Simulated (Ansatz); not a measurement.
**AlBClH2 radical: one structure at several levels**

One table from this session's results is given with a row withheld; the runs are named, their logs left out.

Method: single points in def2-TZVPP; program: Ansatz 0.2.0, Gaussian basis.

Correlated methods freeze the cores. Orbitals are unrestricted.

### The system as given

SMILES `[BH2][Al][Cl]`, 5 atoms, charge 0, spin multiplicity 2.

Atoms are counted from 1 here; the program's logs count them from 0.

Bond lengths: B1–Al2 1.885 Å, B1–H4 1.225 Å, B1–H5 1.125 Å, Al2–Cl3 2.111 Å. Angles: Al2–B1–H4 118.5°, Al2–B1–H5 119.8°, H4–B1–H5 121.4°, B1–Al2–Cl3 179.0°.

Geometry (Å):

```tsv
atom	x (Å)	y (Å)	z (Å)
B1	-0.5878	0.6505	-0.3801
Al2	0.5944	-0.5760	0.4273
Cl3	1.8921	-1.9747	1.3309
H4	-1.6608	0.2371	-0.8024
H5	-0.2546	1.7095	-0.5644
```

The first run:

run/in.yaml reads:

```yaml
crystal:
  periodic: [false, false, false]
  atoms:
    - {symbol: B, position_ang: [-0.587800, 0.650500, -0.380100]}
    - {symbol: Al, position_ang: [0.594400, -0.576000, 0.427300]}
    - {symbol: Cl, position_ang: [1.892100, -1.974700, 1.330900]}
    - {symbol: H, position_ang: [-1.660800, 0.237100, -0.802400]}
    - {symbol: H, position_ang: [-0.254600, 1.709500, -0.564400]}
basis:
  gaussian: {orbitals: def2-TZVPP}
magnetization: {spin_polarized: true, initial_magnetization: 1}
correlation: {method: ccsd_t}
scf: {omitted_lower_state_checks: [cluster_reference]}
output: {forces: true}
```

No record of the launch command was kept for these runs.

Steps of the session up to this table: CCSD(T)/def2-TZVPP; PBE0-D4/def2-TZVPP; wB97M-V/def2-TZVPP; r2SCAN-D4/def2-TZVPP; PBE-D4/def2-TZVPP; SPW92/def2-TZVPP; CAM-B3LYP-D4/def2-TZVPP.

One of the session's tables, all rows but one given; the rest of the session is left out.

| method | RMS force component (eV/Å) | angle to CCSD(T) forces (°) | dipole (D) |
| --- | --- | --- | --- |
| CCSD(T) | 1.039 | reference | 1.55 |
| PBE0-D4 | ? | ? | ? |
| wB97M-V | 0.975 | 3.9 | 1.54 |
| r2SCAN-D4 | 0.999 | 3.0 | 1.43 |
| PBE-D4 | 0.983 | 6.4 | 1.34 |
| SPW92 | 0.975 | 10.4 | 1.29 |
| CAM-B3LYP-D4 | 0.969 | 5.3 | 1.45 |

Q: Estimate the row for PBE0-D4 from the others.

The run gave: RMS force component (eV/Å): 1.006; angle to CCSD(T) forces (°): 3.7; dipole (D): 1.38. In the column «RMS force component (eV/Å)» it lies between r2SCAN-D4 (0.999) and CCSD(T) (1.039).
